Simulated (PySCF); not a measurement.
Compound: isobutyl mercaptan, C₄H₁₀S.
Bonds: C1–C2, C2–C3, C2–C4, C4–S5. Hydrogens: H6, H7, H8 on C1; H9 on C2; H10, H11, H12 on C3; H13, H14 on C4; H15 on S5.

Computed, not measured: TDDFT PBE0/def2-SVPD, vertical, gas phase, core orbitals frozen in the response in PySCF 2.14.0, density-fitted response routines. One conformer (not necessarily the lowest) at the GFN2-xTB geometry, without solvent, vibrations or thermal averaging. Torsions of this conformer, `[CH3:1][CH:2]([CH3:3])[CH2:4][SH:5]`: C1–C2–C4–S5 64°, H–S5–C4–C2 61°.

Each state is given a Gaussian of 0.4 eV full width at half maximum, with ε(max) = 2.175×10⁸ f / Δν̃ (Δν̃ the width in cm⁻¹). The width is an assumption, not a result. The curve ends short of the highest state used, and states not computed would add to its high-energy end.

```tsv
E (eV)	ε (L mol⁻¹ cm⁻¹)
4.93	1
5.01	3
5.10	15
5.18	44
5.26	105
5.34	200
5.42	306
5.50	375
5.59	370
5.67	317
5.75	309
5.83	459
5.91	840
5.99	1398
6.08	1959
6.16	2098
6.24	1803
6.32	1248
6.40	719
6.48	413
6.56	386
6.65	637
6.73	996
6.81	1343
6.89	1586
6.97	1744
7.05	1893
7.14	2022
7.22	1952
7.30	1619
```

(1) Locate the maxima and give the states behind the curve.

(2) On this curve, what absorbance would a 10⁻⁴ mol/L sample give at 193 nm over a 1 cm path?

(3) Coming from long wavelengths, where does ε first pass 100 L mol⁻¹ cm⁻¹?

## Answers

(1) 224 nm (5.54 eV), ε about 380, made up of S1 (99%); 202 nm (6.15 eV), ε about 2100, made up of S2 (100%); 173 nm (7.16 eV), ε about 2000, made up of S5 (82%) (ε in L mol⁻¹ cm⁻¹; maxima over ε = 5, shares over 10%). The states used: S1 5.53 eV (f 0.0056); S2 6.15 eV (f 0.031); S3 6.85 eV (f 0.016); S4 6.97 eV (f 0.0042); S5 7.21 eV (f 0.026); S6 7.90 eV (f 0.030).

(2) 193 nm is 6.424 eV, where ε is about 600 L mol⁻¹ cm⁻¹, so A = ε c l ≈ 0.06 (Beer–Lambert, with the gas-phase spectrum and the assumed width).

(3) At about 236 nm (5.26 eV), 0.28 eV below S1.

Time: 31 s of wall time; peak memory 0.70 GiB. Hardware: Arm Neoverse N1, one thread, on a shared host.

Without π bonds the low states are Rydberg-like; a valence basis with one diffuse set may place them up to an eV too high.
